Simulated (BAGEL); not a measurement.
# Si3H8 (SMILES [SiH3][SiH2][SiH3]), step by step

Wanted: a single-point energy (HF/def2-SVP), then the energy (NEVPT2(2,2)/def2-SVP) of Si3H8. 

The calculation is run with BAGEL 1.2.2.

2 further runs of the same task are left out: 2 set aside as unsound or not needed.

## (1) The system as given

Si3H8 has 11 atoms, charge 0, and is taken as a singlet. SMILES: `[SiH3][SiH2][SiH3]`. The shape is that of a PBE0-D4/def2-TZVP optimisation.

Bond lengths: Si1–Si2 2.338 Å, Si2–Si3 2.338 Å, Si1–H4 1.488 Å, Si1–H5 1.488 Å, Si1–H6 1.488 Å, Si2–H7 1.490 Å, Si2–H8 1.490 Å, Si3–H9 1.488 Å, Si3–H10 1.488 Å, Si3–H11 1.488 Å. Some angles: Si1–Si2–Si3 110.4°, Si1–Si2–H7 109.6°, Si1–Si2–H8 109.6°, Si3–Si2–H7 109.6°, Si3–Si2–H8 109.6°, Si2–Si1–H4 111.2°, Si2–Si1–H5 109.8°, Si2–Si1–H6 109.8°, Si2–Si3–H9 109.8°, Si2–Si3–H10 109.8°.

## (2) A single-point energy at HF/def2-SVP (density fitting with svp-jkfit) (run 1)

job.json

```json
{ "bagel": [

{
  "title": "molecule",
  "basis": "svp",
  "df_basis": "svp-jkfit",
  "angstrom": true,
  "geometry": [
    { "atom": "Si", "xyz": [      -1.292564,       1.366730,      -0.525267 ] },
    { "atom": "Si", "xyz": [      -0.462564,      -0.807300,      -0.296317 ] },
    { "atom": "Si", "xyz": [       1.631930,      -0.774400,       0.742750 ] },
    { "atom": "H", "xyz": [      -2.625844,       1.367720,      -1.185117 ] },
    { "atom": "H", "xyz": [      -0.354024,       2.180440,      -1.344067 ] },
    { "atom": "H", "xyz": [      -1.422534,       2.000090,       0.814643 ] },
    { "atom": "H", "xyz": [      -0.343394,      -1.440160,      -1.640157 ] },
    { "atom": "H", "xyz": [      -1.410374,      -1.620800,       0.516393 ] },
    { "atom": "H", "xyz": [       1.515950,      -0.154940,       2.090430 ] },
    { "atom": "H", "xyz": [       2.583820,       0.031780,      -0.068050 ] },
    { "atom": "H", "xyz": [       2.179610,      -2.149160,       0.894770 ] }
  ]
},

{ "title": "hf" },

{ "title": "print", "file": "orbitals.molden", "orbitals": true }

]}
```

Started as:

```
BAGEL_NUM_THREADS=1 BAGEL job.json > job.out
```

The log of the run:

```text
* using 1 threads per process

  ===============================================================
  ===============================================================

  *** Geometry ***

  { "atom" : "Si", "xyz" : [     -2.442592,      2.582745,     -0.992611 ] },
  { "atom" : "Si", "xyz" : [     -0.874119,     -1.525576,     -0.559958 ] },
  { "atom" : "Si", "xyz" : [      3.083901,     -1.463404,      1.403594 ] },
  { "atom" : "H", "xyz" : [     -4.962126,      2.584616,     -2.239547 ] },
  { "atom" : "H", "xyz" : [     -0.669008,      4.120434,     -2.539919 ] },
  { "atom" : "H", "xyz" : [     -2.688200,      3.779622,      1.539452 ] },
  { "atom" : "H", "xyz" : [     -0.648921,     -2.721508,     -3.099448 ] },
  { "atom" : "H", "xyz" : [     -2.665221,     -3.062868,      0.975841 ] },
  { "atom" : "H", "xyz" : [      2.864730,     -0.292794,      3.950340 ] },
  { "atom" : "H", "xyz" : [      4.882712,      0.060055,     -0.128596 ] },
  { "atom" : "H", "xyz" : [      4.118866,     -4.061324,      1.690870 ] },

  Number of auxiliary basis functions:      528

  Since a DF basis is specified, we compute 2- and 3-index integrals:
    o Being stored without compression. Storage requirement is 0.037 GB

  Number of basis functions:       94
  Number of electrons      :       50

    * METHOD: MOLECULE                             0.31

  *** RHF ***

  === Nuclear Repulsion ===
   193.1180400354

      * DIIS with orbital gradients will be used.

  === RHF iteration (svp) ===
      0       -871.09878718          0.00754332           0.12
      1       -871.15870923          0.00223331           0.11
      2       -871.16437920          0.00055322           0.11
      3       -871.16467521          0.00008063           0.11
      4       -871.16468658          0.00001250           0.11
      5       -871.16468690          0.00000246           0.12
      6       -871.16468691          0.00000056           0.11
      7       -871.16468692          0.00000012           0.11
      8       -871.16468692          0.00000003           0.12
      9       -871.16468692          0.00000001           0.12
    * SCF iteration converged.

    * Permanent dipole moment:
           (    0.019476,     0.033967,     0.012442) a.u.

    * METHOD: HF                                   1.38

    * METHOD: PRINT                                0.02

  ===============================================================
```

Run time: 1.9 s. Hardware: 1 thread of Arm Neoverse V1, shared host; peak memory 0.15 GiB.

## (3) A single-point energy at NEVPT2(2,2)/def2-SVP (density fitting with svp-jkfit) (run 2)

nevpt2.json

```json
{ "bagel": [

{
  "title": "molecule",
  "basis": "svp",
  "df_basis": "svp-jkfit",
  "angstrom": true,
  "geometry": [
    { "atom": "Si", "xyz": [      -1.292564,       1.366730,      -0.525267 ] },
    { "atom": "Si", "xyz": [      -0.462564,      -0.807300,      -0.296317 ] },
    { "atom": "Si", "xyz": [       1.631930,      -0.774400,       0.742750 ] },
    { "atom": "H", "xyz": [      -2.625844,       1.367720,      -1.185117 ] },
    { "atom": "H", "xyz": [      -0.354024,       2.180440,      -1.344067 ] },
    { "atom": "H", "xyz": [      -1.422534,       2.000090,       0.814643 ] },
    { "atom": "H", "xyz": [      -0.343394,      -1.440160,      -1.640157 ] },
    { "atom": "H", "xyz": [      -1.410374,      -1.620800,       0.516393 ] },
    { "atom": "H", "xyz": [       1.515950,      -0.154940,       2.090430 ] },
    { "atom": "H", "xyz": [       2.583820,       0.031780,      -0.068050 ] },
    { "atom": "H", "xyz": [       2.179610,      -2.149160,       0.894770 ] }
  ]
},

{
  "title": "hf"
},

{
  "title": "casscf",
  "nstate": 1,
  "nact": 2,
  "nclosed": 24,
  "active": [25, 28],
  "maxiter": 200,
  "natocc": true
},

{
  "title": "nevpt2",
  "nstate": 1,
  "nact": 2,
  "nclosed": 24,
  "active": [25, 28],
  "maxiter": 200,
  "natocc": true,
  "ncore": 15
},

{
  "title": "print",
  "file": "orbitals.molden",
  "orbitals": true
}

]}
```

Started as:

```
BAGEL_NUM_THREADS=1 BAGEL nevpt2.json > nevpt2.out
```

The log of the run:

```text
* using 1 threads per process

  ===============================================================
  ===============================================================

  *** Geometry ***

  { "atom" : "Si", "xyz" : [     -2.442592,      2.582745,     -0.992611 ] },
  { "atom" : "Si", "xyz" : [     -0.874119,     -1.525576,     -0.559958 ] },
  { "atom" : "Si", "xyz" : [      3.083901,     -1.463404,      1.403594 ] },
  { "atom" : "H", "xyz" : [     -4.962126,      2.584616,     -2.239547 ] },
  { "atom" : "H", "xyz" : [     -0.669008,      4.120434,     -2.539919 ] },
  { "atom" : "H", "xyz" : [     -2.688200,      3.779622,      1.539452 ] },
  { "atom" : "H", "xyz" : [     -0.648921,     -2.721508,     -3.099448 ] },
  { "atom" : "H", "xyz" : [     -2.665221,     -3.062868,      0.975841 ] },
  { "atom" : "H", "xyz" : [      2.864730,     -0.292794,      3.950340 ] },
  { "atom" : "H", "xyz" : [      4.882712,      0.060055,     -0.128596 ] },
  { "atom" : "H", "xyz" : [      4.118866,     -4.061324,      1.690870 ] },

  Number of auxiliary basis functions:      528

  Since a DF basis is specified, we compute 2- and 3-index integrals:
    o Being stored without compression. Storage requirement is 0.037 GB

  Number of basis functions:       94
  Number of electrons      :       50

    * METHOD: MOLECULE                             0.31

  *** RHF ***

  === Nuclear Repulsion ===
   193.1180400354

      * DIIS with orbital gradients will be used.

  === RHF iteration (svp) ===
      0       -871.09878718          0.00754332           0.12
      1       -871.15870923          0.00223331           0.11
      2       -871.16437920          0.00055322           0.11
      3       -871.16467521          0.00008063           0.11
      4       -871.16468658          0.00001250           0.11
      5       -871.16468690          0.00000246           0.11
      6       -871.16468691          0.00000056           0.11
      7       -871.16468692          0.00000012           0.11
      8       -871.16468692          0.00000003           0.11
      9       -871.16468692          0.00000001           0.11
    * SCF iteration converged.

    * Permanent dipole moment:
           (    0.019476,     0.033967,     0.012442) a.u.

    * METHOD: HF                                   1.36

  ---------------------------
      CASSCF calculation
  ---------------------------

    ==== Active orbitals : =====
         Orbital 25
         Orbital 28
    ============================

    * nstate   :      1
    * nclosed  :     24
    * nact     :      2
    * nvirt    :     68
  === CASSCF iteration (svp) ===

    * Using the second-order algorithm

      0  0      -871.16586972     1.66e-04      0.03

      1  0      -871.16753644     1.75e-04      0.69

      2  0      -871.16815688     4.38e-05      0.69

      3  0      -871.16818489     1.18e-05      0.70

      4  0      -871.16818575     3.12e-06      0.65

      5  0      -871.16818577     8.25e-07      0.70

      6  0      -871.16818577     2.16e-07      0.68

      7  0      -871.16818577     5.52e-08      0.70

      8  0      -871.16818577     1.39e-08      0.66

      9  0      -871.16818577     3.46e-09      0.56

    * Second-order optimization converged. *

     guess   0:   closed 1.                   open ..

  === FCI iteration ===

      0  0      -871.16465863     2.97e-02      0.00
      1  0      -871.16817875     9.75e-04      0.00
      2  0 *    -871.16818577     4.19e-16      0.00

     * ci vector, state   0, <S^2> = 0.0000
       2.     0.9982413770
       .2    -0.0592802936

    * METHOD: CASSCF                               6.32

    * freezing 15 orbitals

  === DF-NEVPT2 calculation ===

    * 3-index integral transformation done
    * assembly done

      NEVPT2 correlation energy:   -0.3073875932      0.18

          (+0)     -0.2357872104
          (+0)'    -0.0149105520
          (+1)     -0.0081499281
          (+1)'    -0.0000000000
          (+2)     -0.0007777556
          (-1)     -0.0410579183
          (-1)'     0.0000000000
          (-2)     -0.0067042287

      NEVPT2 total energy:       -871.4755733674

    * METHOD: NEVPT2                               0.38

    * METHOD: PRINT                                0.02

  ===============================================================
```

Wall time 8.7 s (1 thread of Arm Neoverse V1, shared host); peak memory 0.15 GiB.

## (4) What came out

| quantity | value |
| --- | --- |
| run 1, HF/def2-SVP: total energy | -871.16469 Eh |
| run 1, HF/def2-SVP: dipole moment | 0.10 D |
| run 1, HF/def2-SVP: HOMO energy | -10.59 eV |
| run 1, HF/def2-SVP: LUMO energy | 3.24 eV |
| run 1, HF/def2-SVP: HOMO–LUMO gap | 13.83 eV |
| run 2, NEVPT2(2,2)/def2-SVP: total energy | -871.47557 Eh |
